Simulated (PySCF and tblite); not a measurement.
Results of a calculation; reference values are marked as such.
# Dynamics report: pyramidal inversion

System: C5H9N, numbered as in [CH2:1]=[C:2]1[CH2:3][CH2:4][NH:5][CH2:6]1.

Motion: pyramidal inversion at N5. Level: PBE/pcSseg-1 + D3(BJ) on B3LYP-D3(BJ)/def2-SVP stationary points, with GFN2-xTB thermal terms. Rates follow Eyring's equation with the number of equivalent paths and no tunnelling. (PySCF 2.14 with density fitting, tblite 0.8.)

| point | symmetry | E(GFN2) kcal/mol | E(DFT) kcal/mol | ZPE change kcal/mol | lowest mode cm⁻¹ | dipole D |
| --- | --- | --- | --- | --- | --- | --- |
| start | C1 | 0.0 | 0.0 | 0.00 | 91 | 1.04 |
| saddle | C1 | 6.2 | 4.7 | -1.57 | 602i | 0.80 |
| end | C1 | 0.9 | 0.3 | -0.39 | 87 | 1.03 |

```json
{
 "Electronic barrier": "4.8 kcal/mol",
 "Barrier with zero-point energy": "3.2 kcal/mol",
 "ΔH‡ (298 K)": "3.3 kcal/mol",
 "ΔS‡ (298 K, symmetry apart)": "1.0 cal/(mol K)",
 "Paths": "1 equivalent path",
 "End point": "a different minimum",
 "Mean lifetime of the start against this motion at 298 K": "24 ps",
 "Cost": "9.7 min on 1 thread of Intel Xeon @ 2.50GHz (shared host) (rough), peak memory 0.63 GiB, launched as `OMP_NUM_THREADS=1 python ens_run.py task.json out`"
}
```

```
T/K  ΔG‡ kcal/mol     k s⁻¹  ΔG kcal/mol  k back s⁻¹
200           3.0     2×10⁹         -0.1     1.6×10⁹
250           3.0  1.2×10¹⁰         -0.1      1×10¹⁰
298           3.0  4.2×10¹⁰         -0.1    3.5×10¹⁰
350           2.9  1.1×10¹¹         -0.1    9.1×10¹⁰
400           2.9  2.1×10¹¹         -0.1    1.8×10¹¹
500           2.9  5.6×10¹¹         -0.1    4.8×10¹¹
```

ΔG and ΔG‡ leave out symmetry numbers and mirror images; rates count paths: 1 out, 1 back.
